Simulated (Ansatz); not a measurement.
Results of B3LYP (VWN-RPA form) (Ansatz, a program for electronic structure, PAW) for zinc-blende BeTe.

Run with plane-wave cutoff 460 eV, 8×8×8 k mesh, Fermi–Dirac smearing 0.01 eV, scalar-relativistic PAW data made under PBE.

Properties against volume:

```tsv
V (Å³/atom)	P (GPa)	direct gap at Γ (eV)	smallest gap on the k mesh (eV)
22.115	2.89	4.952	3.295
22.604	1.48	4.968	3.344
23.098	0.20	4.982	3.390
23.763	-1.31	4.763	3.447
24.343	-2.47	4.580	3.493
```

The fundamental gap (3.40 eV at the equilibrium volume, on the SCF mesh) lies elsewhere than Γ–Γ.

Spin–orbit coupling is not included; with these elements it can move the gap by several tenths of an eV or more.
